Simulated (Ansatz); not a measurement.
Which isomer of C3H2F gives these data?

These gas-phase data were calculated for one isomer of C3H2F at PBE-D3(BJ)/def2-SVP (harmonic, unscaled wavenumbers; equilibrium rotational constants with average atomic masses):

```
rotational constants            : 53.79, 4.499, 4.152 GHz
all wavenumbers above 1500 cm⁻¹ : 3400, 3138, 2007
dipole moment                   : 1.45 D (PBE0/def2-TZVPD)
```

Candidates:

(1) `[CH]=C=CF`, a doublet
(2) `[CH2]C#CF`, a doublet

**Question.** Assign the data to one candidate and say why.

**Answer.** Candidate (1). No mode falls between 2050 and 2400 cm⁻¹, where the C≡C stretch of (2) would stand.

The same quantities for all candidates:

|  | rotational constants (GHz) | wavenumbers above 1500 cm⁻¹ | dipole (D) | E above the lowest, PBE-D3(BJ)/def2-SVP (kcal/mol) |
| --- | --- | --- | --- | --- |
| (1) | 53.79, 4.499, 4.152 | 3400, 3138, 2007 | 1.45 | 0.0 |
| (2) | 198.2, 3.713, 3.685 | 3162, 3065, 2116 | 1.02 | 9.5 |

Open shells are spin-unrestricted. Programs: Ansatz 0.2.0.
